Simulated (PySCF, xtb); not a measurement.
tetrafluoroethylene (C₂F₄), SMILES FC(F)=C(F)F.

GFN2-xTB (xtb) at its own geometry gives an orbital gap of 4.98 eV and a dipole moment of 0.00 D.

Coordinates come from a r2SCAN-D4/def2-SVP optimisation.

Q: What does HF/def2-TZVP (PySCF) give? (Estimate from the structure and the level; the computed values follow.)

A: gap 15.55 eV (levels -10.89 and 4.66 eV), dipole 0.00 D.
